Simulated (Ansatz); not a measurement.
Mulliken charges of C4H4O2, SMILES `C=C1OCC1=O` from ωB97M-V/def2-TZVPP in Ansatz (PBE0-D4/def2-TZVP geometry).

```
atom   x (Å)   y (Å)   z (Å)  charge (e)
  C1  -0.715  -1.684  -0.430      -0.255
  C2  -0.123  -0.544  -0.113       0.172
  O3   1.183  -0.295   0.250      -0.284
  C4   0.963   1.128   0.407       0.022
  C5  -0.496   0.897   0.008       0.118
  O6  -1.469   1.564  -0.135      -0.244
  H7  -0.182  -2.626  -0.436       0.117
  H8  -1.764  -1.666  -0.689       0.123
  H9   1.127   1.459   1.435       0.115
 H10   1.558   1.716  -0.295       0.115
```

**Question.** By hand: the dipole of these point charges (1 e Å = 4.8032 D).

**Answer.** Σ q r = (0.217, 0.022, 0.057) e Å, of length 0.225 e Å = 1.08 D.

**Question.** How does the dipole of the full density compare? (Estimate.)

**Answer.** Computed: (0.257, -0.076, 0.053) e Å, 1.31 D; the point charges give 0.82 times that, at 22° from its direction.

Point charges leave out the atoms' own dipoles, such as those of lone pairs, and Mulliken's split depends on the basis, so the two needn't agree.
